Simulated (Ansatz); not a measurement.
# Relative stability

Two isomers of CHBS, closed shell, relaxed at PBE0-D4/def2-TZVP (vibrations not checked).

A:

B1  (-0.494, 0.481, -0.385)
C2  (0.371, -0.361, 0.289)
S3  (1.350, -1.313, 1.051)
H4  (-1.227, 1.193, -0.956)
(Å)

B:

B1  (-1.214, 1.330, -0.260)
C2  (-0.734, 0.024, 0.453)
S3  (0.358, 0.082, -0.738)
H4  (-0.828, -0.718, 1.240)
(Å)

Ansatz 0.2.0; basis: def2-TZVPP; cores frozen in the correlated methods. B3LYP uses VWN-RPA correlation.

Problem. Which structure is lower at CCSD(T), and by how much? (Judge from chemistry; the value comes from the calculation.)

Solution. By the calculation: A, by 71.6 kJ/mol (electronic energy, against the other). By their contacts, A is CHBS ([BH][C][S]) and B is CHBS ([B]1[CH][S]1).

All methods give the same order:

```tsv
method	E(B) − E(A) (kJ/mol)
PBE-D4	86.9
r2SCAN-D4	89.4
PBE0-D4	79.8
B3LYP-D4	100.2
wB97M-V	74.7
HF	79.4
MP2	76.2
CCSD	72.4
CCSD(T)	71.6
```

No T1 diagnostic of these runs exceeds 0.020. The restricted Hartree–Fock reference is unstable towards an unrestricted one at one or more of these structures.

Labels in which every atom is bracketed show which atoms are joined, not bond orders.
